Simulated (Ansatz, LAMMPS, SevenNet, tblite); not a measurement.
# Lattice parameter c of 2H MoS2: levels of theory against measurement

Reference value: 12.294 Å (measured, 300 K, no zero-point or thermal correction; as tabulated in arXiv:1605.07067).

Problem. What do REBO MoS.rebomos, IPEA1-xTB, SevenNet-0, LDA, PBE, PBEsol, PBE-D3(BJ), PBE-D4, rVV10, r²SCAN-D4, r²SCAN+rVV10, PBE0-D4 give, and how far is each from the reference?

Solution. 
```tsv
level (code)	value (Å)	difference (%)
REBO MoS.rebomos (LAMMPS)	12.173	-0.98
IPEA1-xTB (tblite)	10.978	-10.7
SevenNet-0	14.267	+16.0
LDA (Ansatz)	12.077	-1.77
PBE (Ansatz)	14.797	+20
PBEsol (Ansatz)	12.578	+2.31
PBE-D3(BJ) (Ansatz)	12.090	-1.66
PBE-D4 (Ansatz)	12.162	-1.07
rVV10 (Ansatz)	12.422	+1.04
r²SCAN-D4 (Ansatz)	12.489	+1.59
r²SCAN+rVV10 (Ansatz)	12.438	+1.17
PBE0-D4 (Ansatz)	12.132	-1.32
```

Leaving aside IPEA1-xTB (doubt noted below), SevenNet-0 (doubt noted below): The reference is not for a static lattice or low temperature, so close values are not ranked against it. Off by more than 1.75 %, or 2.45 % on the side where a correction would as a rule narrow the miss (bounds picked here): PBE (+20 %), PBEsol (+2.31 %).

The measured value isn't corrected to a static lattice, so vibrations enter the comparison. The crystal itself was run without spin with LDA, PBE, PBEsol, PBE-D3(BJ), PBE-D4; a magnetic state was not tried in these runs. IPEA1-xTB, SevenNet-0: the cell has another shape than the first-principles one, perhaps another minimum in the same group. IPEA1-xTB: this parameter set was refitted to ionisation energies, not structures. IPEA1-xTB: the run uses a supercell at the zone centre in place of a k mesh. LDA: LDA has no dispersion term either, though it tends to give short spacings of layers, chains or molecules. PBE: for a layered or molecular solid the relaxed cell lies over 5 % above the published volume, where the minimum can be shallow. PBE, PBEsol: the cell comes from a level without a dispersion term, which matters for the spacing of layers, chains or molecules. Cutoffs and k meshes differ between the levels. Ansatz's density-functional and Hartree–Fock values are scalar-relativistic unless marked +SOC, with PAW data made under PBE.

Empirical potentials (REBO MoS.rebomos) are fitted to chosen data: where that held the value shown, agreement is built in, and what lay outside the fit can be far off. Machine-learned potentials (SevenNet-0) are trained on DFT data: a solid inside that data is no test of them.

Differences are worked out from the printed values.

Ansatz is a first-principles code.
